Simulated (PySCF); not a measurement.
Species: trifluoromethyl radical, CF₃ (doublet state).
Structure used (PBE0-D3(BJ)/def2-SVP), in Å, numbered top down from 1:
```
atom  x, y, z in Å
F1    -0.6225    1.0846   -0.1082
C2     0.0086    0.0041    0.2824
F3    -0.6196   -1.0825   -0.0954
F4     1.2540    0.0034   -0.1245
```

The species is `F[C](F)F` (trifluoromethyl radical).

Theory: UKS B3LYP, IGLO-III on C F, non-relativistic, mean-field spin-orbit, GIAO (PySCF). Geometry: PBE0-D3(BJ)/def2-SVP; no solvent, vibrations or thermal averaging. No stability test was run, so a lower SCF solution isn't excluded.

Problem. Break the g tensor into its mass correction, gauge correction and orbital-Zeeman/spin–orbit terms.

Solution. 
```
                    Δg (ppm)     1     2     3
relativistic mass correction  -283  -283  -283
            gauge correction    18    47    47
   orbital Zeeman/spin–orbit  -371  1934  1934
                       total  -635  1698  1698
```

So g = 2.00168, 2.00402, 2.00402 and g_iso = 2.00324; the tensor is axial. 

Problem. At 9.49 GHz, how far is the centre of the isotropic spectrum from where a free electron (g = 2.002319) resonates?

Solution. B = hν/(g μB) with μB/h = 13.99624 MHz/mT gives 338.63 mT for the free electron and 338.47 mT at g_iso, 0.16 mT lower.

Problem. What effective moment and Curie constant follow for a powder?

Solution. With the mean of g² = 4.0130 and S(S+1) = 0.75: μ_eff = √(⟨g²⟩S(S+1)) = 1.735 μB and χT = 0.12505·⟨g²⟩·S(S+1) = 0.376 cm³ K/mol (cgs; spin-Hamiltonian part alone).

Problem. How much does each term add to the isotropic shift?

Solution. The orbital-Zeeman/spin–orbit term 1166, the mass correction -283 and the gauge correction 37 ppm, for a total of 920 ppm. The orbital-Zeeman/spin–orbit term is the largest in size. The mass correction is the same along every axis, so the anisotropy comes from the other two: their spans along these axes are 29 (gauge) and 2305 ppm (orbital Zeeman/spin–orbit).

Problem. In a frozen sample, at which fields do the three g values resonate at 9.5, 34, 94 and 263 GHz (hyperfine left aside), and which band first spreads them over more than twice a line width of 0.3 mT?

Solution. 
| band | GHz | B(g3) mT | B(g2) mT | B(g1) mT | spread mT |
| --- | --- | --- | --- | --- | --- |
| X | 9.5 | 338.70 | 338.70 | 339.09 | 0.39 |
| Q | 34.0 | 1212.18 | 1212.18 | 1213.59 | 1.41 |
| W | 94.0 | 3351.31 | 3351.31 | 3355.22 | 3.91 |
| J | 263.0 | 9376.54 | 9376.54 | 9387.47 | 10.93 |

The spread grows in proportion to the frequency. Q band is the first where it exceeds 0.6 mT.

The largest Mulliken spin population is on C2 (+0.89). The angles at C2 add up to 334.4°, so it is pyramidal.

The HOMO–LUMO gaps are 9.79 eV among the α and 9.23 eV among the β orbitals.
